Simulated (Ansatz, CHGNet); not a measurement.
For tetradymite Bi2Se3, the machine-learned potential CHGNet 0.3.0 (trained on PBE and PBE+U data) gives:

lattice constant a: 4.334 Å
c axis length: 27.538 Å
elastic constant C11: 27.0 GPa
elastic constant C44: 3.07 GPa
Voigt–Reuss–Hill shear modulus: 3.41 GPa

Q: What does r²SCAN+rVV10 (Ansatz, an electronic-structure program, PAW) give for the same quantities?

A: 
- lattice constant a: 4.144 Å (decreases by 4.4 %)
- lattice parameter c: 29.286 Å (increases by 6.3 %)
- elastic constant C11: 85.7 GPa (goes up by 220 %)
- elastic constant C44: 18.9 GPa (goes up by 520 %)
- Voigt–Reuss–Hill shear modulus: 20.7 GPa (goes up by 510 %)

For comparison: lattice constant a 4.143 Å (measured, temperature not stated, not corrected to a static lattice; as tabulated in Luo et al. (2012), arXiv:1308.1523); lattice parameter c 28.636 Å (measured, temperature not stated, no zero-point or thermal correction; as tabulated in Luo et al. (2012), arXiv:1308.1523).

Changes are worked out from the printed values.

Unless a cell is named, each level is at its own relaxed cell (CHGNet 0.3.0 29.87, r²SCAN+rVV10 29.04 Å³/atom).

Levels without +SOC leave out spin–orbit coupling, which shifts energies and cells of such heavy elements.

Caveats: the cell has another shape than the first-principles one, perhaps another minimum in the same group (CHGNet 0.3.0). Ansatz's density-functional and Hartree–Fock values are scalar-relativistic unless marked +SOC, with PAW data made under PBE.
